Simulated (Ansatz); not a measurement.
Mulliken charges of C₃H₂F₂O, SMILES `O=C/C(F)=C/F` from ωB97M-V/def2-TZVPP in Ansatz (PBE0-D4/def2-TZVP geometry).

```tsv
atom	x (Å)	y (Å)	z (Å)	charge (e)
O1	0.398	-1.476	1.291	-0.279
C2	0.942	-0.676	0.576	0.111
C3	0.234	0.291	-0.274	0.161
F4	1.011	1.097	-0.997	-0.185
C5	-1.093	0.365	-0.326	0.120
F6	-1.723	1.234	-1.090	-0.158
H7	2.046	-0.603	0.500	0.096
H8	-1.722	-0.290	0.262	0.135
```

Problem. By hand: the dipole of these point charges (1 e Å = 4.8032 D).

Solution. Σ q r = (-0.051, -0.068, 0.061) e Å, of length 0.105 e Å = 0.50 D.

Problem. How does the dipole of the full density compare? (An estimate is asked.)

Solution. Computed: (0.007, 0.070, -0.062) e Å, 0.45 D; the point charges give 1.11 times that, at 155° from its direction, so they point the opposite way.

Point charges leave out the atoms' own dipoles, such as those of lone pairs, and Mulliken's split depends on the basis, so the two needn't agree.
